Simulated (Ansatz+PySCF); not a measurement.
Values are calculated unless marked as measured or tabulated.
This PySCF input gave a total energy of -82.52557 hartree.

```python
from pyscf import gto, scf

mol = gto.M(atom="""
B 0.000000 0.000000 -0.988740
N 0.000000 0.000000 0.777110
H 0.000000 -1.274710 -1.341160
H -1.103930 0.637350 -1.341160
H 1.103930 0.637350 -1.341160
H 0.000000 1.027520 1.175810
H -0.889860 -0.513760 1.175810
H 0.889860 -0.513760 1.175810
""", basis='def2-svp', charge=0, spin=0)
mf = scf.UHF(mol)
mf.init_guess = '1e'
mf.kernel()
while True:  # follow internal instabilities
    mo, _, stable, _ = mf.stability(return_status=True)
    if stable: break
    mf.kernel(mf.make_rdm1(mo, mf.mo_occ))
print(mf.converged, mf.e_tot, mf.spin_square()[0])
```

Task: Write an input for Ansatz with the same method and basis set.

Result:

```yaml
crystal:
  periodic: [false, false, false]
  atoms:
    - { symbol: B, position_ang: [0.0, 0.0, -0.98874] }
    - { symbol: "N", position_ang: [0.0, 0.0, 0.77711] }
    - { symbol: H, position_ang: [0.0, -1.27471, -1.34116] }
    - { symbol: H, position_ang: [-1.10393, 0.63735, -1.34116] }
    - { symbol: H, position_ang: [1.10393, 0.63735, -1.34116] }
    - { symbol: H, position_ang: [0.0, 1.02752, 1.17581] }
    - { symbol: H, position_ang: [-0.88986, -0.51376, 1.17581] }
    - { symbol: H, position_ang: [0.88986, -0.51376, 1.17581] }
basis:
  gaussian: { orbitals: def2-SVP }
magnetization:
  spin_polarized: true
hamiltonian:
  xc: hf
```

Ansatz (development build ahead of 0.2.0) gave -82.52557 hartree, 0.03 meV from the first.
